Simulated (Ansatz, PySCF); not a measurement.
This Ansatz (an electronic-structure program) input computes a BLYP/def2-TZVPD energy:

Ansatz 0.2 input:
```yaml
crystal:
  periodic: [false, false, false]
  atoms:
    - {symbol: O, position_ang: [-0.03358599, 1.35244432, -0.19132675]}
    - {symbol: C, position_ang: [-0.02298824, 0.02608309, 0.34390833]}
    - {symbol: H, position_ang: [0.79751410, 1.78006367, 0.04092007]}
    - {symbol: H, position_ang: [0.10297798, 0.08688173, 1.44150946]}
    - {symbol: C, position_ang: [-1.33803449, -0.58604795, 0.05002014]}
    - {symbol: C, position_ang: [1.14695488, -0.79080276, -0.21079365]}
    - {symbol: H, position_ang: [1.07992468, -0.84954531, -1.29760345]}
    - {symbol: H, position_ang: [-2.17250250, 0.04060755, -0.22648968]}
    - {symbol: H, position_ang: [2.09977048, -0.32776419, 0.05824743]}
    - {symbol: H, position_ang: [-1.49388676, -1.64185974, 0.21779862]}
    - {symbol: H, position_ang: [1.13929704, -1.80333248, 0.19742255]}
basis:
  gaussian:
    orbitals: def2-TZVPD
hamiltonian:
  xc: {name: BLYP}
magnetization: {spin_polarized: true, initial_magnetization: 1}
output: {forces: true}
```

Task: Write an input for the same energy in PySCF and say what it gives.

Result: 
```python
from pyscf import gto, scf, dft

mol = gto.M(
    atom='''
    O    -0.03358599    1.35244432   -0.19132675
    C    -0.02298824    0.02608309    0.34390833
    H     0.79751410    1.78006367    0.04092007
    H     0.10297798    0.08688173    1.44150946
    C    -1.33803449   -0.58604795    0.05002014
    C     1.14695488   -0.79080276   -0.21079365
    H     1.07992468   -0.84954531   -1.29760345
    H    -2.17250250    0.04060755   -0.22648968
    H     2.09977048   -0.32776419    0.05824743
    H    -1.49388676   -1.64185974    0.21779862
    H     1.13929704   -1.80333248    0.19742255
    ''',
    basis='def2-tzvpd',
    charge=0,
    spin=1,
    verbose=4,
)

mf = dft.UKS(mol, xc='blyp').density_fit(auxbasis='def2-universal-jkfit')
mf.grids.level = 3
mf.conv_tol = 1e-9
mf.max_cycle = 100
mf.max_memory = 1500
mf.kernel()
if not mf.converged:
    mf = mf.newton()
    mf.kernel(mf.make_rdm1())
for _ in range(2):
    mo, _, stable, _ = mf.stability(return_status=True)
    if stable:
        break
    mf.kernel(mf.make_rdm1(mo, mf.mo_occ))
mf.analyze()
```
It gives -193.68106 Eh, and Ansatz -193.68092 Eh, a difference of 0.14 mEh, from the treatment of integrals and grids.

It need not be the lowest isomer of its formula.
